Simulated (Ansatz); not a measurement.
## C4H6S2, SMILES C#CSC(C)S: a ranking of conformers, step by step

Program: Ansatz 0.2.0 through its Python package.

Typed at the interpreter:
```pycon
>>> import ansatz as az
>>> from rdkit import Chem
>>> from rdkit.Chem import AllChem
>>> rd = Chem.AddHs(Chem.MolFromSmiles("C#CSC(C)S"))
>>> ids = list(AllChem.EmbedMultipleConfs(rd, numConfs=20, randomSeed=590, pruneRmsThresh=0.4))
>>> field = [energy for _, energy in AllChem.MMFFOptimizeMoleculeConfs(rd)]
>>> distinct = {round(e, 2): i for i, e in zip(ids, field)}
>>> chosen = sorted(distinct.items())[:3]
>>> found = []
>>> for force_field, index in chosen:
...     mol = az.Crystal.molecule()
...     for atom, xyz in zip(rd.GetAtoms(), rd.GetConformer(index).GetPositions()):
...         mol = mol.atom(atom.GetSymbol(), xyz.round(5).tolist())
...     setup = mol.calculation()
...     setup = setup.basis(gaussian="def2-SVP")
...     setup = setup.functional("b3lyp", dispersion="d3bj")
...     setup = setup.accuracy("high")
...     setup = setup.scf(lower_state_search="off")
...     found.append(setup.run(threads=1).report["free_energy_ev"])
...
>>> print("conformer   MMFF (kcal/mol)   this level (kJ/mol)")
conformer   MMFF (kcal/mol)   this level (kJ/mol)
>>> for (force_field, index), e in zip(chosen, found):
...     print(f"{index:9d} {force_field - chosen[0][0]:17.2f} {96.485332 * (e - min(found)):17.3f}")
...
        5              0.00             6.444
        3              0.50             0.000
        1              0.79             1.967
```

What to keep in mind:
- The settings weren't tested for convergence.
- The conformers keep their force-field geometries.
- b3lyp holds the VWN-RPA fit, as in Gaussian; the form of ORCA and Turbomole is b3lyp5.
- Finished in 33 s on 1 thread of Arm Neoverse V1, with other jobs on the host, peak memory 0.56 GiB.
